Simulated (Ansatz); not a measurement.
**BClHO radical: a ladder of functionals and wavefunction methods**

The task here is to estimate one member of a computed series from the others.

Method: functionals in def2-TZVPP, the program's frozen cores in correlated methods; program: Ansatz 0.2.0, Gaussian basis.

Levels to be run: LDA (SPW92), PBE-D4, revPBE-D4, BLYP-D4, r2SCAN-D4, B97M-V, PBE0-D4, B3LYP-D4, r2SCANh-D4, r2SCAN0-D4, HSE06-D4, BHLYP-D4, CAM-B3LYP-D4, LC-ωPBE, ωB97X-V, ωB97M-V, B2PLYP, PBE-QIDH; CCSD(T)/def2-SVP; CCSD(T)/def2-TZVPP; MP2/def2-QZVPP; extrapolation to the limit; RPA on PBE.

## Structure used throughout

An earlier PBE0-D4 in a triple-zeta def2 set relaxation fixed the geometry.

SMILES `O[B]Cl`, 4 atoms, charge 0, spin multiplicity 2.

Atoms are counted from 1 here; the program's logs count them from 0.

Bond lengths: O1–B2 1.334 Å, O1–H4 0.961 Å, B2–Cl3 1.740 Å. Angles: B2–O1–H4 113.5°, O1–B2–Cl3 122.2°.

Set-up of the first run:

in.yaml reads:

```yaml
crystal:
  periodic: [false, false, false]
  atoms:
    - {symbol: O, position_ang: [0.545621, 0.191089, -0.589287]}
    - {symbol: B, position_ang: [-0.429866, 0.065638, 0.312598]}
    - {symbol: Cl, position_ang: [-0.557166, -1.323182, 1.352882]}
    - {symbol: H, position_ang: [0.497012, 1.006156, -1.096494]}
basis:
  gaussian: {orbitals: def2-TZVPP}
magnetization: {spin_polarized: true, initial_magnetization: 1}
hamiltonian: {xc: lda}
output: {orbitals: {seedname: orbitals}}
```

Steps of the session up to this table: LDA; PBE-D4 (GGA); revPBE-D4 (GGA); BLYP-D4 (GGA); r2SCAN-D4 (meta-GGA); B97M-V (meta-GGA); PBE0-D4 (hybrid); B3LYP-D4 (hybrid); r2SCANh-D4 (hybrid); r2SCAN0-D4 (hybrid); HSE06-D4 (hybrid); BHLYP-D4 (hybrid); CAM-B3LYP-D4 (range-separated); LC-ωPBE-D4 (range-separated; the results give it without D4); ωB97X-V (range-separated); ωB97M-V (range-separated); B2PLYP (double hybrid); PBE-QIDH (double hybrid).

One of the session's tables, all rows but one given; the rest of the session is left out.

It belongs to the step «Orbital energies across the functionals». 

```
  functional  HOMO (eV)  LUMO (eV)  gap (eV)
 LDA (SPW92)      -4.81      -3.19      1.62
      PBE-D4      -4.84      -2.66      2.18
   revPBE-D4      -4.81      -2.51      2.30
     BLYP-D4      -4.66      -2.80      1.86
   r2SCAN-D4      -5.24      -2.01      3.23
      B97M-V      -4.88      -2.80      2.08
     PBE0-D4      -6.18      -1.67      4.50
    B3LYP-D4      -5.89      -2.21      3.68
  r2SCANh-D4      -5.73      -1.72      4.01
  r2SCAN0-D4      -6.47      -1.31      5.16
    HSE06-D4      -5.77      -2.05      3.72
    BHLYP-D4          ?          ?         ?
CAM-B3LYP-D4      -7.51      -0.96      6.55
     LC-ωPBE      -9.00       0.60      9.60
     ωB97X-V      -8.43      -0.01      8.42
     ωB97M-V      -8.04      -0.22      7.82
```

**Question.** Estimate the row for BHLYP-D4.

Worked estimate for «HOMO (eV)». Against the share of exact exchange, BLYP-D4 (0, -4.66), B3LYP-D4 (0.2, -5.89) give a slope of -6.15 per unit share; at 0.5 the line stands at -7.73.

**Answer.** HOMO (eV): -7.37; LUMO (eV): -1.02; gap (eV): 6.35. In «HOMO (eV)» the line misses by -0.36.
